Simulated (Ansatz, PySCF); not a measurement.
## Rock-salt MgO, band gap

Reference value: 8.36 eV (measured, zero-point renormalisation of 0.53 eV added back here (the table's ZPR column); inputs from Chen et al. (2018), doi:10.1103/physrevmaterials.2.073803).

```json
[
 {"level (code)": "LDA (Ansatz)", "value (eV)": "4.69 (direct)", "cell (Å³/atom)": "9.31", "error (eV)": "-3.67"},
 {"level (code)": "PBE (Ansatz)", "value (eV)": "4.78 (direct)", "cell (Å³/atom)": "9.31", "error (eV)": "-3.58"},
 {"level (code)": "PBE-D3(BJ) (Ansatz)", "value (eV)": "4.77", "cell (Å³/atom)": "9.31", "error (eV)": "-3.59"},
 {"level (code)": "r²SCAN-D4 (Ansatz)", "value (eV)": "5.76", "cell (Å³/atom)": "9.22", "error (eV)": "-2.60"},
 {"level (code)": "Hartree–Fock (PySCF)", "value (eV)": "15.79 ± 0.1", "cell (Å³/atom)": "9.31", "error (eV)": "+7.43"}
]
```

All these levels miss by at least 2.60 eV, so none is called best. No level tried lands within 0.3 eV. Even the nearest is off by 2.60 eV.

Published values of wave-function and many-body methods: 8.34 eV (published EOM-CCSD value, GTH pseudopotentials, extrapolated to the thermodynamic and basis limits; Vo et al. (2024), arXiv:2310.03887).

Semilocal Kohn–Sham gaps run low as a rule, and all computed gaps are for a static lattice, while measured ones hold electron–phonon shifts unless said otherwise.  A ± on a computed value is a rough bar: the spread of its extrapolation, a floor set from checks against published values, or a statistical error. PBE-D3(BJ), r²SCAN-D4: the gap is read on the k mesh or supercell of the run alone and can be too large. Values are at the measured cell; PBE-D3(BJ) at the level's own equilibrium cell; r²SCAN-D4 at the level's own equilibrium cell. Cutoffs and k meshes differ between the levels. Ansatz's density-functional and Hartree–Fock values are scalar-relativistic unless marked +SOC, with PAW data made under PBE.

Differences are worked out from the printed values.

Ansatz is a first-principles code.
